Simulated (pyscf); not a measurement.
HO–SiH₂–F + H• → HO–SiH•–F + H₂, a hydrogen abstraction (doublet surface; H–Si broken, H–H formed). PySCF, gas phase, ωB97X-D3(BJ)/def2-SVP geometries. Energies in eV from the separated reactants.

AM1 to PM7: differences of heats of formation from MOPAC, which are fitted to 298 K values and so differ in kind from electronic energies by zero-point and thermal terms. Open shells are spin-unrestricted. 

### Question
Quick PM3 single points give ΔE‡ = -1.20 eV and ΔE = -1.98 eV. What does ωB97M-D3(BJ)/def2-TZVP give, and how far is the quick result from it?

### Answer
ωB97M-D3(BJ)/def2-TZVP gives ΔE‡ = 0.30 eV and ΔE = -0.33 eV. PM3 lies 1.50 eV under it in the barrier and 1.65 eV under it in the reaction energy, so on this step it does not hold to within 0.13 eV. At PM3 this geometry lies under one side, so its ΔE‡ may be no barrier of that level. ωB97M-D3(BJ)/def2-TZVP has limits of its own. One saddle was located; it need not be the lowest between these sides. The angle at the transferred H is 176°.
